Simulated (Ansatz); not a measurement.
in.yaml

```yaml
crystal:
  periodic: [false, false, false]
  atoms:
    - {symbol: Al, position_ang: [0.000000, -0.070674, 0.000000]}
    - {symbol: H, position_ang: [0.000000, 0.945938, -1.075072]}
    - {symbol: H, position_ang: [0.000000, 0.945939, 1.075072]}
basis:
  gaussian: {orbitals: def2-SVP}
total_charge: -1
magnetization: {spin_polarized: false}
correlation: {method: mp2, frozen_orbitals: {Al: 0}}
```

```sh
$ ansatz run in.yaml --threads 1 --pin off --events-out ev --progress --plain --max-ram 2393MiB
```

Question: One thing in this input was set wrong on purpose, beside settings that are merely unusual. What is the gravest fault, and what does the program do?

Answer: Wrong frozen-orbital counts. How the run ends: refused.
```
Error: "frozen_orbitals" has no count for H
```
